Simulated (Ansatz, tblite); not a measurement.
**The cluster Li2I2−: a ladder of methods and basis sets**

How do method and basis change the picture of the cluster Li2I2− (doublet)?

Program: Ansatz 0.2.0, Gaussian basis. Level of theory: as each input shows. These are calculated values, not measurements.

Plan: GFN1-xTB, GFN2-xTB, PBE-D4/def2-TZVPD, r2SCAN-D4/def2-TZVPD, BHLYP-D4/def2-TZVPD, ωB97X-V/def2-TZVPD, LDA/def2-TZVPD, revPBE-D4/def2-TZVPD, r2SCAN0-D4/def2-TZVPD, PBE-D4/def2-SVPD, PBE0-D4/def2-SVPD, CCSD(T)/def2-SVPD, MP2/def2-TZVPD, RPA/def2-TZVPD.

2 further runs of the same task are left out: 2 set aside as unsound or not needed. Runs told in other sessions of the task aren't counted.

### Step 1. The relaxed structure

The geometry is that of the doublet, from an earlier relaxation (r2SCAN-D4/def2-TZVPD). At that level it is the lowest of the isomers that a small search found.

4 atoms, charge -1, spin multiplicity 2.

Bond lengths: Li1–I4 2.664 Å, Li2–I3 2.516 Å, Li2–I4 2.608 Å. Angles: I3–Li2–I4 171.8°, Li1–I4–Li2 103.1°.

I takes a core potential in the def2 sets. No spin-orbit coupling is included. The ion is computed in the gas phase, without counter-ions or solvent.

PBE0-D4/def2-TZVPD was run before; its log isn't repeated, and its numbers join the tables.

### Step 2. GFN1-xTB

Tight binding, by tblite at 300 K electronic temperature and without a spin-polarisation term:

```python
tblite.interface.Calculator('GFN1-xTB', numbers, positions, charge=-1, uhf=1).singlepoint()
```

Energy -243.3246 eV; 0.003 s.

### Step 3. GFN2-xTB

Tight binding, by tblite at 300 K electronic temperature and without a spin-polarisation term:

```python
tblite.interface.Calculator('GFN2-xTB', numbers, positions, charge=-1, uhf=1).singlepoint()
```

Energy -231.1438 eV; 0.003 s.

### Step 4. PBE-D4/def2-TZVPD

start.molden holds the orbitals of an earlier run on this state, given as this run's starting guess.

The input, in.yaml:

```yaml
crystal:
  periodic: [false, false, false]
  atoms:
    - {symbol: Li, position_ang: [1.728741, -2.585516, 0.373190]}
    - {symbol: Li, position_ang: [-0.646792, 0.758844, -0.108852]}
    - {symbol: I, position_ang: [-2.942293, 1.778455, -0.257186]}
    - {symbol: I, position_ang: [1.860343, 0.048218, -0.007153]}
basis:
  gaussian: {orbitals: def2-TZVPD, initial_orbitals: start.molden}
total_charge: -1
magnetization: {spin_polarized: true, initial_magnetization: 1}
hamiltonian: {xc: pbe, dispersion: d4}
scf: {omitted_lower_state_checks: [starts]}
output: {orbitals: {seedname: orbitals}}
```

On the command line:

```console
ansatz run in.yaml --threads 4 --pin off --events-out ev --progress --plain --max-ram 3916MiB
```

The runs that follow: r2SCAN-D4/def2-TZVPD; BHLYP-D4/def2-TZVPD; ωB97X-V/def2-TZVPD; LDA/def2-TZVPD; revPBE-D4/def2-TZVPD; r2SCAN0-D4/def2-TZVPD; PBE-D4/def2-SVPD; PBE0-D4/def2-SVPD; CCSD(T)/def2-SVPD; MP2/def2-TZVPD; RPA/def2-TZVPD.

**Question.** What will the summary of the whole plan be? Wanted: gap in def2-TZVPD, named functionals, smallest and largest; correlation energy, CCSD(T)/def2-SVPD; correlation energy, MP2/def2-TZVPD; ⟨S²⟩ in def2-TZVPD, named functionals, smallest and largest; PBE0 total energy, smallest basis above largest.

The runs gave:

```
                                                   quantity                             value
 gap in def2-TZVPD, named functionals, smallest and largest  0.82 eV (LDA), 4.87 eV (ωB97X-V)
                      correlation energy, CCSD(T)/def2-SVPD                          -8.04 eV
                         correlation energy, MP2/def2-TZVPD                         -29.21 eV
⟨S²⟩ in def2-TZVPD, named functionals, smallest and largest                      0.750, 0.750
            PBE0 total energy, smallest basis above largest   0.63 eV (def2-SVPD, def2-TZVPD)
```

What this shows: Over the named functionals in def2-TZVPD the gap runs from 0.82 eV (LDA) to 4.87 eV (ωB97X-V); exact exchange widens it. LDA, PBE-D4, revPBE-D4, r2SCAN-D4 put the HOMO above zero; others here keep it below zero, so the sign hangs on the functional's self-interaction and doesn't show that the species is unbound.
